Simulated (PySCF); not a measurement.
Geometry:
| atom | x (Å) | y (Å) | z (Å) |
| --- | --- | --- | --- |
| B1 | 1.777 | -0.366 | -0.299 |
| P2 | 0.600 | 0.773 | 0.560 |
| Si3 | -1.475 | 0.178 | -0.046 |
| H4 | 1.596 | -0.601 | -1.469 |
| H5 | 2.777 | -0.743 | 0.262 |
| H6 | 0.680 | 0.497 | 1.950 |
| H7 | -1.851 | -1.197 | 0.399 |
| H8 | -1.494 | 0.251 | -1.535 |
| H9 | -2.449 | 1.151 | 0.528 |

- PBE0-D3(BJ)/def2-SVP geometry
- KT3/pcSseg-2 with gauge-including orbitals
- code: PySCF 2.14.0 with density-fitted response routines
- averaged over atoms made equivalent by symmetry, fast rotation or ring inversion, non-relativistic Hamiltonian, one conformer, no solvent

Referencing at the same level of theory: TMS for ¹H (31.35 ppm), ²⁹Si (358.24 ppm); ¹¹B (98.64 ppm) against BF3·OEt2; ³¹P (321.56 ppm) against H3PO4.

| atoms | nucleus | count | δ (ppm) |
| --- | --- | --- | --- |
| Si3 | ²⁹Si | 1 | -77.3 |
| H4/H5 | ¹H | 2 | 7.89 |
| B1 | ¹¹B | 1 | ? |
| P2 | ³¹P | 1 | -149.2 |
| H6 | ¹H | 1 | 3.63 |
| H7/H8/H9 | ¹H | 3 | ? |

**Question.** Complete the table.

**Answer.** 
- H7/H8/H9: 4.29 ppm, hydrogen on a silicon bonded to P
- B1: 77.4 ppm, boron bonded to P, 2 H

Hydrogens on boron are broadened and split by ¹¹B (spin 3/2, 80 %) and 10B (spin 3). Experimental scales use liquid or dissolved standards, which lie at an offset from isolated H3PO4.
